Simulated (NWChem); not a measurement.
# C2H6O cation, doublet; SMILES of the neutral closed-shell parent C(O)C

```xyz
9

C      0.2196    -1.2216     0.0002
C     -0.4723     0.0896     0.0001
O      0.2137     1.2402     0.0004
H     -0.5191    -2.0349    -0.0011
H      0.8557    -1.3393     0.8958
H      0.8585    -1.3388    -0.8935
H     -1.2881     0.2301    -0.7942
H     -1.2908     0.2301     0.7909
H      1.1897     1.1238    -0.0027
```
Atoms are numbered in this order, from 1.

All runs: NWChem. Spin-unrestricted. Coordinates come from a PBE0/def2-SVP, spin-unrestricted optimisation. This spin state was assumed; another may lie lower. No stability test was run on the SCF state.

Question: What does the run give for PBE0/aug-pcseg-1? Quantities: highest occupied level (eV); lowest empty minus highest occupied level, either spin (eV); <S²>.

Answer: 
```yaml
highest occupied level (eV): -15.92
lowest empty minus highest occupied level, either spin (eV): 3.76
"<S²>": 0.755
```
